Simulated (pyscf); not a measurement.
H₂As–GaH–AsH₂ + AsH₃ → H₂As–Ga(AsH₂)–AsH₂ + hydrogen (H₂) (four-centre exchange; singlet surface; Ga–H, As–H broken, As–Ga, H–H formed). Structures and frequencies: ωB97X-D3(BJ)/def2-SVP in PySCF. Rate constants from transition-state theory, ωB97M-D3(BJ)/def2-TZVP energies (ideal gas, 1 atm, RRHO with modes under 100 cm⁻¹ raised to 100, one conformer, R ln 2 for chiral ones without a mode under 150 cm⁻¹; no tunnelling), k in cm³ molecule⁻¹ s⁻¹.

```tsv
T (K)	1000/T	log10 k
298	3.354	-29.74
600	1.667	-21.38
900	1.111	-18.39
1200	0.833	?
```

Fit an Arrhenius line to the three values, give the activation energy, and predict k at 1200 K.

Least squares gives log10 k = -12.88 − 5.04 × 1000/T, so Ea = 5.04 × ln 10 × 1.987 = 23.1 kcal/mol, against an electronic barrier of 21.2. At 1200 K the line gives -17.08; the computed value is -16.79 (ΔG‡ = 62.6 kcal/mol), a factor 1.9 over the line, since the plot is curved. On the reactant side the descent ends in a complex, 5.8 kcal/mol under the separated species and 21.5 kcal/mol under the saddle at ωB97X-D3(BJ)/def2-TZVP. At the saddle there is also a short Ga–H contact that neither side keeps. At ωB97X-D3(BJ)/def2-TZVP the barrier from the zero used here is 15.7 kcal/mol. One saddle was located; it need not be the lowest between these sides. Elements up to Kr have no core potential and no relativistic terms here.
